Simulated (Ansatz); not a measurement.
Born–Oppenheimer molecular dynamics of C3H4S (8 atoms, charge 0, multiplicity 1). It starts from a relaxed structure.

Theory: UKS B3LYP-D4/STO-3G in Ansatz.

* ensemble: NVT, Nosé–Hoover chain
* time step: 0.5 fs
* steps asked: 400
* set temperature: 1500 K
* thermostat: time constant 50 fs, chain length 5
* seed: 666474

First frame:

```xyz
8
Properties=species:S:1:pos:R:3
C -0.867 1.577 -1.120
C -0.265 0.776 -0.453
C 0.469 -0.226 0.368
S -0.406 -1.853 0.336
H -1.406 2.296 -1.717
H 0.552 0.150 1.409
H 1.500 -0.331 -0.025
H 0.516 -2.447 1.146
```

How far do the bonds stretch over the last three quarters of this one trajectory? (Pairs bonded in most of those frames.)


| bond | mean (Å) | spread (Å) | shortest | longest |
| --- | --- | --- | --- | --- |
| C1–C2 | 1.220 | 0.037 | 1.15 | 1.30 |
| C1–H5 | 1.096 | 0.034 | 1.02 | 1.16 |
| C2–C3 | 1.497 | 0.040 | 1.42 | 1.61 |
| C3–S4 | 1.862 | 0.037 | 1.79 | 1.93 |
| C3–H6 | 1.129 | 0.083 | 0.99 | 1.28 |
| C3–H7 | 1.135 | 0.093 | 0.98 | 1.29 |
| S4–H8 | 1.379 | 0.058 | 1.28 | 1.47 |

Mean temperature of the second half: 1492 K. The conserved energy stayed within 2.9 meV per atom of its start (net change 1.5 meV per atom), so the integration is sound. A run of 0.2 ps of so small a system gives no equilibrium averages. Limits of this set-up: minimal basis.

Run time: 11 min on 1 thread of Arm Neoverse V2, on a shared host, peak memory 0.1 GiB.
